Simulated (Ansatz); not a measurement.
Basis-set extrapolation for C$_{2}$H$_{6}$FNO, SMILES `NC(F)CO` (PBE0-D4/def2-TZVP geometry, frozen core, Ansatz). Multiplicity 1, RHF reference.

|  | def2-TZVPP | def2-QZVPP |
| --- | --- | --- |
| HF | -308.109862 | -308.123955 |
| MP2 correlation | -1.046229 | -1.128161 |
| CCSD(T) correlation | -1.112317 | not run |

Energies in hartree. Use E(X) = E(∞) + A·exp(−7.88·√X) for Hartree–Fock and E(X) = E(∞) + B·X^(−2.97) for correlation, with X = 3 and 4, and add CCSD(T) minus MP2 of the smaller set to the MP2 limit.

What is the CCSD(T) energy at the basis-set limit?

HF limit: -308.123955 + (-0.014093) × 0.13774 = -308.12590. MP2 limit: -1.128161 + (-0.081932) × 0.74074 = -1.18885. Higher-order term: -1.112317 − (-1.046229) = -0.06609. Total: -309.38084 hartree, 416.6 kJ/mol below CCSD(T)/def2-TZVPP.
